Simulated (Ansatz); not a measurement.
# NH₄+: geometry and frequencies at several levels

The task, for NH₄+: geometry and frequencies at several levels. Charge +1.

Computed with Ansatz 0.2.0 (the levels named in each step, unless a step's input says otherwise).

## (1) The structure to begin with

Bond lengths: N1–H2 1.030 Å, N1–H3 1.030 Å, N1–H4 1.030 Å, N1–H5 1.030 Å. Angles: H2–N1–H3 109.5°, H2–N1–H4 109.5°, H2–N1–H5 109.4°, H3–N1–H4 109.4°, H3–N1–H5 109.5°, H4–N1–H5 109.5°.

Structure file:

```xyz
5

N     0.0000    0.0000    0.0000
H    -0.6713   -0.2752   -0.7308
H     0.0900    1.0257    0.0160
H    -0.3359   -0.3289    0.9162
H     0.9176   -0.4219   -0.2011
```

## (2) A rough first relaxation, PBE-D4/def2-SVP

The input, input.yaml:

```yaml
crystal:
  periodic: [false, false, false]
  atoms:
    - { symbol: "N", position_ang: [-2.0e-05, 3.0e-05, 2.0e-05] }
    - { symbol: H, position_ang: [-0.67131, -0.27521, -0.73075] }
    - { symbol: H, position_ang: [0.08995, 1.02569, 0.01603] }
    - { symbol: H, position_ang: [-0.33594, -0.32894, 0.91616] }
    - { symbol: H, position_ang: [0.91758, -0.4219, -0.20109] }
total_charge: 1
basis:
  gaussian: { orbitals: def2-SVP }
hamiltonian:
  xc: pbe
  dispersion: d4
relax:
  f_tol: 0.03
  max_steps: 200
```

Run with:

```
> ansatz run input.yaml --threads 2 --pin off --max-ram 5120MiB --backend cpu --events-out ev --progress --plain --runs-dir out
```

Log, shortened:

```text
Warning: RAYON_NUM_THREADS=2 ignored (pool sized by the plan → 2); use --threads N
[...]
Functional definition: PBE
[...]
404 factors; their error is unknown
[...]
mean field -1545.03431279 eV, -56.7789637331 hartree, gradient 1.6e-6 eV, S^2 0.000000; 0 other end points of the search recorded, 0 dependent functions left out
[...]
reference -1545.03433256 eV, -56.7789644597 hartree; 5, 5 occupied and 29, 29 virtual orbitals, 404 factors
relax step   1: F+E_penalty+E_count = -1545.04499129 eV  Δ(F+E_penalty+E_count) = +0.000e0 eV  max|allowed force component| = 3.624e-1 eV/Å  Δτ_max = 0.0000 Å  (20 SCF iters, accepted)
[...]
relax step   2: F+E_penalty+E_count = -1545.05088111 eV  Δ(F+E_penalty+E_count) = -5.890e-3 eV  max|allowed force component| = 9.436e-2 eV/Å  Δτ_max = 0.0065 Å  (21 SCF iters, accepted)
[...]
relax step   3: F+E_penalty+E_count = -1545.05132092 eV  Δ(F+E_penalty+E_count) = -4.398e-4 eV  max|allowed force component| = 1.746e-3 eV/Å  Δτ_max = 0.0023 Å  (21 SCF iters, accepted)
404 factors; their error is unknown
[...]
mean field -1545.04062058 eV, -56.7791955403 hartree, gradient 1.5e-5 eV, S^2 0.000000; 1 other end points of the search recorded, 0 dependent functions left out
[...]
reference -1545.04064068 eV, -56.7791962789 hartree; 5, 5 occupied and 29, 29 virtual orbitals, 404 factors
Total energy: -1545.05134102 eV, -56.7795895089 hartree
Atom 0 at     0.000040    -0.000050     0.000065 Å, force     0.000397    -0.000528     0.000304 eV/Å
Atom 1 at    -0.677136    -0.277206    -0.736914 Å, force    -0.001343     0.000092    -0.001191 eV/Å
Atom 2 at     0.090587     1.034392     0.015830 Å, force    -0.000089     0.001746    -0.000461 eV/Å
Atom 3 at    -0.338721    -0.331964     0.923970 Å, force    -0.000484    -0.000722     0.001406 eV/Å
Atom 4 at     0.925490    -0.425501    -0.202580 Å, force     0.001519    -0.000589    -0.000059 eV/Å
Dipole moment:     0.000011    -0.000015     0.000009 e Å
```

It took 1.2 s on 2 threads of Arm Neoverse V2, shared host; peak memory 0.078 GiB.

Relaxation path:

| step | energy from step 1 (eV) | largest force component (eV/Å) |
| --- | --- | --- |
| 1 | 0.0000 | 0.3624 |
| 2 | -0.0059 | 0.0944 |
| 3 | -0.0063 | 0.0017 |

Step 1 is the start.

Before: Bond lengths: N1–H2 1.030 Å, N1–H3 1.030 Å, N1–H4 1.030 Å, N1–H5 1.030 Å. Angles: H2–N1–H3 109.5°, H2–N1–H4 109.5°, H2–N1–H5 109.4°, H3–N1–H4 109.4°, H3–N1–H5 109.5°, H4–N1–H5 109.5°.

After: Bond lengths: N1–H2 1.039 Å, N1–H3 1.039 Å, N1–H4 1.039 Å, N1–H5 1.039 Å. Angles: H2–N1–H3 109.5°, H2–N1–H4 109.5°, H2–N1–H5 109.5°, H3–N1–H4 109.5°, H3–N1–H5 109.5°, H4–N1–H5 109.5°.

## (3) Relaxation, PBE0-D4/def2-TZVPP

The input, input.yaml:

```yaml
crystal:
  periodic: [false, false, false]
  atoms:
    - { symbol: "N", position_ang: [4.022e-05, -5.047e-05, 6.463e-05] }
    - { symbol: H, position_ang: [-0.67713594, -0.27720626, -0.73691435] }
    - { symbol: H, position_ang: [0.09058729, 1.03439212, 0.01583027] }
    - { symbol: H, position_ang: [-0.33872106, -0.3319645, 0.92396978] }
    - { symbol: H, position_ang: [0.9254895, -0.4255009, -0.20258033] }
total_charge: 1
basis:
  gaussian: { orbitals: def2-TZVPP }
hamiltonian:
  xc: pbe0
  dispersion: d4
relax:
  f_tol: 0.002
  max_steps: 150
```

Run with:

```
> ansatz run input.yaml --threads 2 --pin off --max-ram 5120MiB --backend cpu --events-out ev --progress --plain --runs-dir out
```

Log, shortened:

```text
Warning: RAYON_NUM_THREADS=2 ignored (pool sized by the plan → 2); use --threads N
[...]
Functional definition: PBE0
[...]
391 factors; their error is unknown
[...]
mean field -1547.13075549 eV, -56.8560065812 hartree, gradient 7.7e-6 eV, S^2 0.000000; 0 other end points of the search recorded, 0 dependent functions left out
[...]
reference -1547.13077108 eV, -56.8560071542 hartree; 5, 5 occupied and 82, 82 virtual orbitals, 391 factors
relax step   1: F+E_penalty+E_count = -1547.13932938 eV  Δ(F+E_penalty+E_count) = +0.000e0 eV  max|allowed force component| = 6.538e-1 eV/Å  Δτ_max = 0.0000 Å  (20 SCF iters, accepted)
[...]
relax step   3: F+E_penalty+E_count = -1547.16074566 eV  Δ(F+E_penalty+E_count) = -1.382e-3 eV  max|allowed force component| = 5.545e-3 eV/Å  Δτ_max = 0.0042 Å  (22 SCF iters, accepted)
[...]
relax step   4: F+E_penalty+E_count = -1547.16074710 eV  Δ(F+E_penalty+E_count) = -1.438e-6 eV  max|allowed force component| = 4.006e-5 eV/Å  Δτ_max = 0.0001 Å  (13 SCF iters, accepted)
391 factors; their error is unknown
mean field -1547.15220522 eV, -56.8567948443 hartree, gradient 2.0e-5 eV, S^2 0.000000; 1 other end points of the search recorded, 0 dependent functions left out
[...]
reference -1547.15222063 eV, -56.8567954108 hartree; 5, 5 occupied and 82, 82 virtual orbitals, 391 factors
Total energy: -1547.16076251 eV, -56.8571093190 hartree
Atom 0 at     0.000051    -0.000065     0.000073 Å, force     0.000029    -0.000039     0.000023 eV/Å
Atom 1 at    -0.666688    -0.272875    -0.725519 Å, force     0.000008     0.000040     0.000023 eV/Å
Atom 2 at     0.089168     1.018399     0.015543 Å, force    -0.000018    -0.000029    -0.000027 eV/Å
Atom 3 at    -0.333479    -0.326861     0.909695 Å, force     0.000010     0.000006    -0.000036 eV/Å
Atom 4 at     0.911207    -0.418928    -0.199423 Å, force    -0.000030     0.000022     0.000016 eV/Å
Dipole moment:     0.000001    -0.000001     0.000001 e Å
```

It took 1.8 s on 2 threads of Arm Neoverse V2, shared host; peak memory 0.11 GiB.

Step by step:

```
step  E - E(step 1) (eV)  largest force component (eV/Å)
   1              0.0000                          0.6538
   2             -0.0200                          0.1702
   3             -0.0214                          0.0055
   4             -0.0214                          0.0000
```

Step 1 is the start.

Before: Bond lengths: N1–H2 1.039 Å, N1–H3 1.039 Å, N1–H4 1.039 Å, N1–H5 1.039 Å. Angles: H2–N1–H3 109.5°, H2–N1–H4 109.5°, H2–N1–H5 109.5°, H3–N1–H4 109.5°, H3–N1–H5 109.5°, H4–N1–H5 109.5°.

After: Bond lengths: N1–H2 1.022 Å, N1–H3 1.022 Å, N1–H4 1.022 Å, N1–H5 1.022 Å. Angles: H2–N1–H3 109.5°, H2–N1–H4 109.5°, H2–N1–H5 109.5°, H3–N1–H4 109.5°, H3–N1–H5 109.5°, H4–N1–H5 109.5°.

## (4) Relaxation, CCSD(T)/cc-pV(T+d)Z

The input, input.yaml:

```yaml
crystal:
  periodic: [false, false, false]
  atoms:
    - { symbol: "N", position_ang: [5.122e-05, -6.498e-05, 7.338e-05] }
    - { symbol: H, position_ang: [-0.66668751, -0.27287526, -0.72551854] }
    - { symbol: H, position_ang: [0.0891685, 1.01839873, 0.01554321] }
    - { symbol: H, position_ang: [-0.33347943, -0.32686072, 0.90969525] }
    - { symbol: H, position_ang: [0.91120723, -0.41892778, -0.19942331] }
total_charge: 1
basis:
  gaussian: { orbitals: "cc-pV(T+d)Z.json" }
correlation:
  method: ccsd_t
relax:
  f_tol: 0.002
  max_steps: 40
```

Run with:

```
> ansatz run input.yaml --threads 2 --pin off --max-ram 5120MiB --backend cpu --events-out ev --progress --plain --runs-dir out
```

Log, shortened:

```text
Warning: RAYON_NUM_THREADS=2 ignored (pool sized by the plan → 2); use --threads N
[...]
Functional definition: HF
[...]
566 factors; integrals over basis functions are off by at most 1.6e-4 eV
[...]
mean field -1539.18995017 eV, -56.5641873683 hartree, gradient 7.4e-7 eV, S^2 0.000000; 1 other end points of the search recorded, 0 dependent functions left out
1 core orbitals not correlated: weight in the atoms' cores, before any rotation towards them, 1.000 or more for the frozen orbitals, at most 0.000 for the correlated occupied ones
reference -1539.18995017 eV, -56.5641873683 hartree; 4, 4 occupied and 81, 81 virtual orbitals, 566 factors
second order -6.23961528 eV of doubles, -0.00000000 eV of singles
cycle   1  -6.50429549 eV  change   -2.6e-1 eV  update   3.6e-2
[...]
perturbative correction -0.18034286 eV, -0.0066274779 hartree
[...]
1 core orbitals not correlated: weight in the atoms' cores, before any rotation towards them, 1.000 or more for the frozen orbitals, at most 0.000 for the correlated occupied ones
reference -1539.18971427 eV, -56.5641786990 hartree; 4, 4 occupied and 81, 81 virtual orbitals, 566 factors
second order -6.23982674 eV of doubles, -0.00000000 eV of singles
[...]
cycle   8  -6.65368912 eV  change   -3.3e-7 eV  update   7.0e-7
perturbative correction -0.18037044 eV, -0.0066284915 hartree
[...]
Total energy: -1546.02377383 eV, -56.8153257557 hartree
Atom 0 at     0.000052    -0.000065     0.000074 Å, force     0.000013    -0.000017     0.000016 eV/Å
Atom 1 at    -0.666755    -0.272901    -0.725592 Å, force    -0.000987    -0.000389    -0.001075 eV/Å
Atom 2 at     0.089177     1.018501     0.015544 Å, force     0.000122     0.001505     0.000012 eV/Å
Atom 3 at    -0.333513    -0.326894     0.909787 Å, force    -0.000490    -0.000482     0.001340 eV/Å
Atom 4 at     0.911299    -0.418970    -0.199443 Å, force     0.001342    -0.000617    -0.000293 eV/Å
Dipole moment:     0.000000    -0.000000     0.000000 e Å
```

Run time: 9 s. Hardware: 2 threads of Arm Neoverse V2, shared host; peak memory 0.36 GiB.

Step by step:

```
step  energy from step 1 (eV)  largest force component (eV/Å)
   1                   0.0000                          0.0059
   2                   0.0000                          0.0015
```

Step 1 is the start.

Before: Bond lengths: N1–H2 1.022 Å, N1–H3 1.022 Å, N1–H4 1.022 Å, N1–H5 1.022 Å. Angles: H2–N1–H3 109.5°, H2–N1–H4 109.5°, H2–N1–H5 109.5°, H3–N1–H4 109.5°, H3–N1–H5 109.5°, H4–N1–H5 109.5°.

After: Bond lengths: N1–H2 1.023 Å, N1–H3 1.023 Å, N1–H4 1.023 Å, N1–H5 1.023 Å. Angles: H2–N1–H3 109.5°, H2–N1–H4 109.5°, H2–N1–H5 109.5°, H3–N1–H4 109.5°, H3–N1–H5 109.5°, H4–N1–H5 109.5°.

## (5) Frequencies, CCSD(T)/cc-pV(T+d)Z

The input, input.yaml:

```yaml
crystal:
  periodic: [false, false, false]
  atoms:
    - { symbol: "N", position_ang: [5.157e-05, -6.543e-05, 7.381e-05] }
    - { symbol: H, position_ang: [-0.66675463, -0.27290136, -0.7255917] }
    - { symbol: H, position_ang: [0.08917656, 1.01850107, 0.01554376] }
    - { symbol: H, position_ang: [-0.33351282, -0.32689397, 0.90978725] }
    - { symbol: H, position_ang: [0.91129933, -0.41897031, -0.19944313] }
total_charge: 1
basis:
  gaussian: { orbitals: "cc-pV(T+d)Z.json" }
correlation:
  method: ccsd_t
phonons: {}
```

Run with:

```
> ansatz run input.yaml --threads 2 --pin off --max-ram 5120MiB --backend cpu --events-out ev --progress --plain --runs-dir out
```

Log, shortened:

```text
Warning: RAYON_NUM_THREADS=2 ignored (pool sized by the plan → 2); use --threads N
[...]
[... 1 set-up line as earlier in the session ...]
[...]
566 factors; integrals over basis functions are off by at most 1.6e-4 eV
[...]
mean field -1539.18971426 eV, -56.5641786990 hartree, gradient 7.6e-7 eV, S^2 0.000000; 1 other end points of the search recorded, 0 dependent functions left out
1 core orbitals not correlated: weight in the atoms' cores, before any rotation towards them, 1.000 or more for the frozen orbitals, at most 0.000 for the correlated occupied ones
reference -1539.18971426 eV, -56.5641786990 hartree; 4, 4 occupied and 81, 81 virtual orbitals, 566 factors
second order -6.23982675 eV of doubles, -0.00000000 eV of singles
cycle   1  -6.50446739 eV  change   -2.6e-1 eV  update   3.6e-2
[...]
perturbative correction -0.18037044 eV, -0.0066284916 hartree
[...]
566 factors; integrals over basis functions are off by at most 1.6e-4 eV
[...]
reference -1539.18862917 eV, -56.5641388226 hartree; 4, 4 occupied and 81, 81 virtual orbitals, 566 factors
second order -6.24073019 eV of doubles, -0.00000000 eV of singles
[...]
cycle   8  -6.65458562 eV  change   -3.6e-7 eV  update   7.0e-7
perturbative correction -0.18048822 eV, -0.0066328197 hartree
[...]
Total energy: -1546.02377382 eV, -56.8153257555 hartree
Atom 0 at     0.000052    -0.000065     0.000074 Å, force     0.000013    -0.000017     0.000016 eV/Å
Atom 1 at    -0.666755    -0.272901    -0.725592 Å, force    -0.000987    -0.000389    -0.001075 eV/Å
Atom 2 at     0.089177     1.018501     0.015544 Å, force     0.000122     0.001505     0.000012 eV/Å
Atom 3 at    -0.333513    -0.326894     0.909787 Å, force    -0.000490    -0.000482     0.001340 eV/Å
Atom 4 at     0.911299    -0.418970    -0.199443 Å, force     0.001342    -0.000617    -0.000293 eV/Å
Dipole moment:     0.000000    -0.000000     0.000000 e Å
Vibrations: 1491.54 1491.57 1491.57 1743.40 1743.42 3389.01 3510.12 3510.14 3510.17 cm⁻¹, zero-point energy 1.356445 eV
```

Wall time 32 s (2 threads of Arm Neoverse V2, shared host); peak memory 0.36 GiB.

Harmonic frequencies (cm⁻¹; negative: imaginary): 1492, 1492, 1492, 1743, 1743, 3389, 3510, 3510, 3510.

## (6) Relaxation, CCSD(T)/cc-pwCVTZ, all electrons

Edit input.yaml of step 5 so:

```diff
@@ -10,5 +10,8 @@
 basis:
-  gaussian: { orbitals: "cc-pV(T+d)Z.json" }
+  gaussian: { orbitals: cc-pwCVTZ.json }
 correlation:
   method: ccsd_t
-phonons: {}
+  frozen_orbitals: { H: 0, "N": 0 }
+relax:
+  f_tol: 0.002
+  max_steps: 40
```

Run with:

```
> ansatz run input.yaml --threads 2 --pin off --max-ram 5120MiB --backend cpu --events-out ev --progress --plain --runs-dir out
```

Log, shortened:

```text
Warning: RAYON_NUM_THREADS=2 ignored (pool sized by the plan → 2); use --threads N
[...]
[... 1 set-up line as earlier in the session ...]
[...]
618 factors; integrals over basis functions are off by at most 1.7e-4 eV
[...]
mean field -1539.19395305 eV, -56.5643344716 hartree, gradient 1.2e-6 eV, S^2 0.000000; 0 other end points of the search recorded, 0 dependent functions left out
reference -1539.19395305 eV, -56.5643344716 hartree; 5, 5 occupied and 94, 94 virtual orbitals, 618 factors
second order -7.65620614 eV of doubles, -0.00000000 eV of singles
cycle   1  -7.94101087 eV  change   -2.8e-1 eV  update   3.8e-2
[...]
perturbative correction -0.19651422 eV, -0.0072217643 hartree
[...]
relax step   1: F+E_penalty+E_count = -1547.49316068 eV  Δ(F+E_penalty+E_count) = +0.000e0 eV  max|allowed force component| = 5.601e-2 eV/Å  Δτ_max = 0.0000 Å  (40 SCF iters, accepted)
[...]
mean field -1539.19688810 eV, -56.5644423325 hartree, gradient 3.3e-6 eV, S^2 0.000000; 1 other end points of the search recorded, 0 dependent functions left out
reference -1539.19688810 eV, -56.5644423325 hartree; 5, 5 occupied and 94, 94 virtual orbitals, 618 factors
second order -7.65376616 eV of doubles, -0.00000000 eV of singles
[...]
cycle   7  -8.10028164 eV  change   -5.3e-6 eV  update   4.9e-6
perturbative correction -0.19613993 eV, -0.0072080095 hartree
[...]
Total energy: -1547.49330967 eV, -56.8693302016 hartree
Atom 0 at     0.000052    -0.000066     0.000074 Å, force     0.000002    -0.000002     0.000002 eV/Å
Atom 1 at    -0.665892    -0.272547    -0.724653 Å, force    -0.000026    -0.000009    -0.000028 eV/Å
Atom 2 at     0.089061     1.017183     0.015523 Å, force     0.000002     0.000039    -0.000001 eV/Å
Atom 3 at    -0.333081    -0.326471     0.908610 Å, force    -0.000013    -0.000012     0.000034 eV/Å
Atom 4 at     0.910120    -0.418428    -0.199185 Å, force     0.000034    -0.000016    -0.000008 eV/Å
Dipole moment:     0.000000    -0.000000     0.000000 e Å
```

Run time: 24 s. Hardware: 2 threads of Arm Neoverse V2, shared host; peak memory 0.53 GiB.

The steps of the relaxation:

```csv
step,energy from step 1 (eV),largest force component (eV/Å)
1,0.0000,0.0560
2,-0.0001,0.0144
3,-0.0001,0.0000
```

Step 1 is the start.

Before: Bond lengths: N1–H2 1.023 Å, N1–H3 1.023 Å, N1–H4 1.023 Å, N1–H5 1.023 Å. Angles: H2–N1–H3 109.5°, H2–N1–H4 109.5°, H2–N1–H5 109.5°, H3–N1–H4 109.5°, H3–N1–H5 109.5°, H4–N1–H5 109.5°.

After: Bond lengths: N1–H2 1.021 Å, N1–H3 1.021 Å, N1–H4 1.021 Å, N1–H5 1.021 Å. Angles: H2–N1–H3 109.5°, H2–N1–H4 109.5°, H2–N1–H5 109.5°, H3–N1–H4 109.5°, H3–N1–H5 109.5°, H4–N1–H5 109.5°.

## (7) Relaxation, CCSD(T)/cc-pwCVQZ, all electrons

The input, input.yaml:

```yaml
crystal:
  periodic: [false, false, false]
  atoms:
    - { symbol: "N", position_ang: [5.185e-05, -6.579e-05, 7.416e-05] }
    - { symbol: H, position_ang: [-0.66589177, -0.27254733, -0.72465276] }
    - { symbol: H, position_ang: [0.08906058, 1.01718289, 0.01552302] }
    - { symbol: H, position_ang: [-0.33308108, -0.32647128, 0.90861037] }
    - { symbol: H, position_ang: [0.91012043, -0.41842849, -0.1991848] }
total_charge: 1
basis:
  gaussian: { orbitals: cc-pwCVQZ.json }
correlation:
  method: ccsd_t
  frozen_orbitals: { H: 0, "N": 0 }
relax:
  f_tol: 0.002
  max_steps: 40
```

Run with:

```
> ansatz run input.yaml --threads 2 --pin off --max-ram 5120MiB --backend cpu --events-out ev --progress --plain --runs-dir out
```

Log, shortened:

```text
Warning: RAYON_NUM_THREADS=2 ignored (pool sized by the plan → 2); use --threads N
[...]
[... 1 set-up line as earlier in the session ...]
[...]
1361 factors; integrals over basis functions are off by at most 1.4e-4 eV
[...]
mean field -1539.30039261 eV, -56.5682460530 hartree, gradient 1.5e-6 eV, S^2 0.000000; 0 other end points of the search recorded, 0 dependent functions left out
reference -1539.30039261 eV, -56.5682460530 hartree; 5, 5 occupied and 199, 199 virtual orbitals, 1361 factors
second order -8.17219255 eV of doubles, -0.00000000 eV of singles
cycle   1  -8.38638393 eV  change   -2.1e-1 eV  update   3.8e-2
[...]
perturbative correction -0.21284286 eV, -0.0078218308 hartree
[...]
relax step   1: F+E_penalty+E_count = -1548.06618193 eV  Δ(F+E_penalty+E_count) = +0.000e0 eV  max|allowed force component| = 3.348e-2 eV/Å  Δτ_max = 0.0000 Å  (40 SCF iters, accepted)
[...]
mean field -1539.30206323 eV, -56.5683074473 hartree, gradient 1.3e-6 eV, S^2 0.000000; 1 other end points of the search recorded, 0 dependent functions left out
reference -1539.30206323 eV, -56.5683074473 hartree; 5, 5 occupied and 199, 199 virtual orbitals, 1361 factors
second order -8.17078411 eV of doubles, -0.00000000 eV of singles
[...]
cycle   7  -8.55156584 eV  change   -1.8e-6 eV  update   5.2e-6
perturbative correction -0.21260624 eV, -0.0078131352 hartree
[...]
Total energy: -1548.06623531 eV, -56.8903848307 hartree
Atom 0 at     0.000052    -0.000066     0.000074 Å, force     0.000001    -0.000001     0.000001 eV/Å
Atom 1 at    -0.665377    -0.272337    -0.724093 Å, force    -0.000009    -0.000003    -0.000010 eV/Å
Atom 2 at     0.088992     1.016397     0.015511 Å, force     0.000001     0.000014    -0.000000 eV/Å
Atom 3 at    -0.332824    -0.326219     0.907908 Å, force    -0.000004    -0.000004     0.000012 eV/Å
Atom 4 at     0.909417    -0.418105    -0.199031 Å, force     0.000012    -0.000006    -0.000003 eV/Å
Dipole moment:     0.000000    -0.000000     0.000000 e Å
```

Run time: 26 min. Hardware: 2 threads of Arm Neoverse V2, shared host; peak memory 3 GiB.

The steps of the relaxation:

```
step  E - E(step 1) (eV)  largest force component (eV/Å)
   1              0.0000                          0.0335
   2              0.0000                          0.0087
   3             -0.0001                          0.0000
```

Step 1 is the start.

Before: Bond lengths: N1–H2 1.021 Å, N1–H3 1.021 Å, N1–H4 1.021 Å, N1–H5 1.021 Å. Angles: H2–N1–H3 109.5°, H2–N1–H4 109.5°, H2–N1–H5 109.5°, H3–N1–H4 109.5°, H3–N1–H5 109.5°, H4–N1–H5 109.5°.

After: Bond lengths: N1–H2 1.020 Å, N1–H3 1.020 Å, N1–H4 1.020 Å, N1–H5 1.020 Å. Angles: H2–N1–H3 109.5°, H2–N1–H4 109.5°, H2–N1–H5 109.5°, H3–N1–H4 109.5°, H3–N1–H5 109.5°, H4–N1–H5 109.5°.

## (8) Geometries side by side

```tsv
level	N1–H2 (Å)	N1–H3 (Å)	rotational constants (MHz)	highest frequency (cm⁻¹)	CPU time
PBE0-D4/def2-TZVPP	1.0225	1.0225	179870, 179870, 179870	-	3.4 s
CCSD(T)/cc-pV(T+d)Z	1.0226	1.0226	179830, 179830, 179830	3510	17 s
CCSD(T)/cc-pwCVTZ, all electrons	1.0213	1.0213	180300, 180300, 180300	-	48 s
CCSD(T)/cc-pwCVQZ, all electrons	1.0205	1.0205	180580, 180580, 180580	-	51 min
```

Constants are for the commonest isotopes at the equilibrium geometry; times are CPU times of the relaxations.

## (9) Summary of results

| quantity | value |
| --- | --- |
| N1–H2 at CCSD(T)/cc-pwCVQZ, all electrons | 1.020 Å |
| N1–H3 at CCSD(T)/cc-pwCVQZ, all electrons | 1.020 Å |
| frequencies at CCSD(T)/cc-pV(T+d)Z | 1492 to 3510 cm⁻¹ |

In words: The N–H distance spreads over 0.002 Å, from CCSD(T)/cc-pwCVQZ, all electrons (shortest) to CCSD(T)/cc-pV(T+d)Z. No mode is imaginary, so the geometry is a minimum.
